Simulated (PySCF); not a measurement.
Compound: hydrazinium(1+), N2H5 (charge +1).
Bonds: N1–N2. Hydrogens: H3, H4 on N1; H5, H6, H7 on N2.

The same species was optimised twice, with GFN2-xTB and with PBE0-D3(BJ)/def2-SVP (PySCF), and the same property calculations (PySCF, gas phase) were run on both structures.

```json
{"coordinate": "N1–N2 (Å)", "GFN2-xTB": "1.428", "PBE0-D3(BJ)/def2-SVP": "1.414", "change": "-0.014"}
{"coordinate": "N2–H6 (Å)", "GFN2-xTB": "1.043", "PBE0-D3(BJ)/def2-SVP": "1.037", "change": "-0.006"}
{"coordinate": "N2–H5 (Å)", "GFN2-xTB": "1.036", "PBE0-D3(BJ)/def2-SVP": "1.032", "change": "-0.004"}
{"coordinate": "N1–H4 (Å)", "GFN2-xTB": "1.016", "PBE0-D3(BJ)/def2-SVP": "1.021", "change": "+0.005"}
{"coordinate": "N2–H7 (Å)", "GFN2-xTB": "1.036", "PBE0-D3(BJ)/def2-SVP": "1.032", "change": "-0.004"}
{"coordinate": "N1–H3 (Å)", "GFN2-xTB": "1.016", "PBE0-D3(BJ)/def2-SVP": "1.021", "change": "+0.005"}
{"coordinate": "N2–N1–H3 (°)", "GFN2-xTB": "112.3", "PBE0-D3(BJ)/def2-SVP": "109.3", "change": "-3.0"}
{"coordinate": "N2–N1–H4 (°)", "GFN2-xTB": "112.3", "PBE0-D3(BJ)/def2-SVP": "109.4", "change": "-2.9"}
{"coordinate": "H5–N2–H7 (°)", "GFN2-xTB": "106.9", "PBE0-D3(BJ)/def2-SVP": "105.3", "change": "-1.6"}
{"coordinate": "N1–N2–H5 (°)", "GFN2-xTB": "108.0", "PBE0-D3(BJ)/def2-SVP": "109.2", "change": "+1.2"}
{"coordinate": "N1–N2–H7 (°)", "GFN2-xTB": "108.1", "PBE0-D3(BJ)/def2-SVP": "109.2", "change": "+1.1"}
{"coordinate": "H5–N2–H6 (°)", "GFN2-xTB": "108.4", "PBE0-D3(BJ)/def2-SVP": "107.5", "change": "-0.9"}
{"coordinate": "H6–N2–H7 (°)", "GFN2-xTB": "108.4", "PBE0-D3(BJ)/def2-SVP": "107.6", "change": "-0.8"}
{"coordinate": "N1–N2–H6 (°)", "GFN2-xTB": "116.6", "PBE0-D3(BJ)/def2-SVP": "117.4", "change": "+0.8"}
```

Rotational constants: A = 111225, B = 22920, C = 21892 MHz (GFN2-xTB) against A = 111002, B = 23359, C = 22368 MHz (PBE0-D3(BJ)/def2-SVP). Point groups within 0.08 Å: Cs and Cs. Atoms that the bonding makes alike are paired by their places after alignment.

On the GFN2-xTB structure: lowest singlet, TDDFT (eV) 7.67 [wB97X-D/def2-SVPD]; isotropic polarisability (au) 17.5 [wB97X-D/def2-SVPD]; HOMO (eV) -16.27 [wB97X-D/def2-SVPD]; LUMO (eV) -3.62 [wB97X-D/def2-SVPD]; HOMO (eV) -14.23 [PBE0/pcSseg-1]; LUMO (eV) -5.44 [PBE0/pcSseg-1]; GIAO shielding of N1 (ppm) 186.6 [PBE0/pcSseg-1]; GIAO shielding of N2 (ppm) 190.6 [PBE0/pcSseg-1]; N1s of N1 (eV) 413.43 [delta-SCF UKS SCAN, pcX-2 on the ionised atom, pcseg-1 elsewhere, spin-free X2C]; N1s of N2 (eV) 416.80 [delta-SCF UKS SCAN, pcX-2 on the ionised atom, pcseg-1 elsewhere, spin-free X2C].

Q: What do these properties become on the PBE0-D3(BJ)/def2-SVP structure?

A: 
| property | level | on GFN2-xTB | on PBE0-D3(BJ)/def2-SVP | change |
| --- | --- | --- | --- | --- |
| lowest singlet, TDDFT (eV) | wB97X-D/def2-SVPD | 7.67 | 7.80 | +0.13 |
| isotropic polarisability (au) | wB97X-D/def2-SVPD | 17.5 | 17.4 | -0.1 |
| HOMO (eV) | wB97X-D/def2-SVPD | -16.27 | -16.43 | -0.16 |
| LUMO (eV) | wB97X-D/def2-SVPD | -3.62 | -3.63 | -0.01 |
| energy, GFN2-xTB geometry as zero (kcal/mol) | wB97X-D/def2-SVPD | 0.0 | -0.4 | -0.4 |
| HOMO (eV) | PBE0/pcSseg-1 | -14.23 | -14.39 | -0.16 |
| LUMO (eV) | PBE0/pcSseg-1 | -5.44 | -5.44 | 0.00 |
| energy, GFN2-xTB geometry as zero (kcal/mol) | PBE0/pcSseg-1 | 0.0 | -0.6 | -0.6 |
| GIAO shielding of N1 (ppm) | PBE0/pcSseg-1 | 186.6 | 190.1 | +3.5 |
| GIAO shielding of N2 (ppm) | PBE0/pcSseg-1 | 190.6 | 192.8 | +2.2 |
| N1s of N1 (eV) | delta-SCF UKS SCAN, pcX-2 on the ionised atom, pcseg-1 elsewhere, spin-free X2C | 413.43 | 413.57 | +0.14 |
| N1s of N2 (eV) | delta-SCF UKS SCAN, pcX-2 on the ionised atom, pcseg-1 elsewhere, spin-free X2C | 416.80 | 416.81 | +0.01 |

The heavy atoms differ by 0.007 Å rms after alignment. Among all bonds N1–N2 changes most (-0.014 Å). Changes are differences of the printed values. Neither structure is proved a minimum here. Geometry: PBE0-D3(BJ)/def2-SVP; no solvent, vibrations or thermal averaging.

The pairwise dispersion term of wB97X-D wasn't added to the energies; at a given geometry it leaves orbitals and properties as they are.
